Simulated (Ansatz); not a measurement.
`[AlH2][SiH2]S` → `[AlH2][SH]` + `[SiH2]` at 700 K and 1 bar (silylene formation by 1,1-elimination).

Program: Ansatz. Geometries: PBE0-D4/def2-TZVP. ΔE: electronic, gas phase. CCSD(T)/CBS adds triple-zeta CCSD(T) − MP2 to the extrapolated MP2 energy (def2 sets, frozen cores). This one scheme is used for every species. One conformer a species, not always the lowest.

| species | CCSD(T)/CBS energy (Eh) | H − E (kJ/mol) | S (J/(mol·K)) |
| --- | --- | --- | --- |
| `[AlH2][SiH2]S` | -931.87373 | 173.9 | 444.5 |
| `[AlH2][SH]` | -641.61836 | 102.7 | 330.6 |
| `[SiH2]` | -290.19011 | 56.3 | 240.4 |

H − E and S are ideal-gas, rigid-rotor, harmonic terms from PBE0-D4/def2-TZVP, for one conformer and one mirror image of each species. 1 Eh = 2625.50 kJ/mol, R = 8.31446 J/(mol·K).

By hand: ΔE, ΔH, ΔS and ΔG.

ΔE = (-641.61836) + (-290.19011) − (-931.87373) = 0.06526 Eh = 171.3 kJ/mol. Δ(H − E) = 102.7 + 56.3 − 173.9 = -14.9, so ΔH = 156.4 kJ/mol. ΔS = 330.6 + 240.4 − 444.5 = 126.5 J/(mol·K). ΔG = 156.4 − 700 × (126.5)/1000 = 67.9 kJ/mol.

By hand: the equilibrium constant, and the temperature at which ΔG would vanish if ΔH and ΔS stayed fixed.

log₁₀ K = −ΔG/(RT ln 10) = -5.1. ΔG = 0 at ΔH/ΔS = 1236 K.

The number of gas molecules changes by +1, which sets the sign of ΔS. A doubt of 5 kJ/mol in ΔE shifts log₁₀ K by 0.4 here. Other conformers and mirror images would add mixing entropy, several J/(mol·K) or more a flexible species. These are equilibria of isolated gas molecules and say nothing of rates. Largest T1 diagnostic: 0.014 (customary marks: 0.02 for closed shells, 0.045 for open ones).
